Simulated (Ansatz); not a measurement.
# BH2⁻, singlet: reading a ladder of total energies

Geometry: a PBE0/def2-TZVPD stationary point for this spin, not checked as a minimum.

```xyz
3

B     0.0000   -0.1234    0.0000
H     0.0000    0.6616   -0.9691
H     0.0000    0.6616    0.9691
```

Basis aug-cc-pVDZ; Ansatz 0.2.0. Only valence electrons are correlated (noble-gas cores frozen), which leaves 6 electrons in 40 orbitals. Prefix R: restricted or restricted open-shell reference.

Full CI is exact within this basis and frozen core; it isn't the basis-set limit.

Runs differ by some tens of microhartree through their thresholds, so steps under 0.03 kcal/mol mean nothing.

```
    level  total energy (hartree)
      RHF              -25.714511
     RMP2              -25.819210
    RCCSD              -25.845212
 RCCSD(T)              -25.849187
   RCCSDT              -25.850073
RCCSDT(Q)              -25.850274
  RCCSDTQ              -25.850307
  full CI              -25.850312
```

Q: What is the correlation energy at full CI, and what share of it do RMP2 and RCCSD(T) recover?

A: E(corr) = -25.850312 − (-25.714511) = -0.135801 hartree = -3.695 eV. RMP2: -0.104699 / -0.135801 = 77.10 %. RCCSD(T): -0.134676 / -0.135801 = 99.17 %.

Q: By how many kcal/mol does RCCSD(T) miss full CI (1 hartree = 627.509 kcal/mol), and which steps make up the rest?

A: -25.849187 − (-25.850312) = 0.001125 hartree = 0.71 kcal/mol. Steps: RCCSDT − RCCSD(T) = -0.56, RCCSDT(Q) − RCCSDT = -0.13, RCCSDTQ − RCCSDT(Q) = -0.02, full CI − RCCSDTQ = 0.00 kcal/mol. That is within 1 kcal/mol of the reference in this basis, which itself misses far more of the correlation at the basis-set limit.
